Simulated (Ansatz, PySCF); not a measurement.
System: SO2 (charge -1, doublet). 
Coordinates optimised at B3LYP-D3(BJ)/def2-TZVP (Ansatz, a quantum-chemistry and plane-wave program):
```xyz
3

O     -1.2617     0.4486    -0.0128
S     -0.0115    -0.4129    -0.0053
O      1.2847     0.3772     0.0234
```
Charge -1, spin multiplicity 2.

Total electronic energies in hartree. Valence correlation only, unless marked. Open shells are spin-unrestricted. Spin-orbit coupling is left out. No relativistic terms. CBS marks a two-point X^-3 extrapolation of the correlation energy; Hartree-Fock from the larger set. The bracket is a focal-point correction in the basis named.

| level | program | energy (Eh) |
|---|---|---|
| HF/cc-pwCVTZ | Ansatz | -547.32442 |
| RI-HF/aug-cc-pV(Q+d)Z | Ansatz | -547.35162 |
| PBE-D3(BJ)/def2-TZVPD | Ansatz + dftd3 | -548.45171 |
| BLYP-D3(BJ)/def2-TZVPD | Ansatz + dftd3 | -548.75873 |
| B3LYP-D3(BJ)/def2-TZVPD | Ansatz + dftd3 | -548.77851 |
| PW6B95-D3(BJ)/def2-TZVPD | PySCF + dftd3 | -549.24176 |
| CAM-B3LYP-D3(BJ)/def2-TZVPD | Ansatz + dftd3 | -548.72734 |
| SCS-MP2/cc-pwCVTZ | Ansatz | -547.96653 |
| RI-MP2/CBS(aug-cc-pV(T+d)Z,aug-cc-pV(Q+d)Z)+[CCSD(T)-MP2]/aug-cc-pV(T+d)Z | Ansatz | -548.1402 |

Totals of different functionals don't rank their quality; only differences between species are comparable.
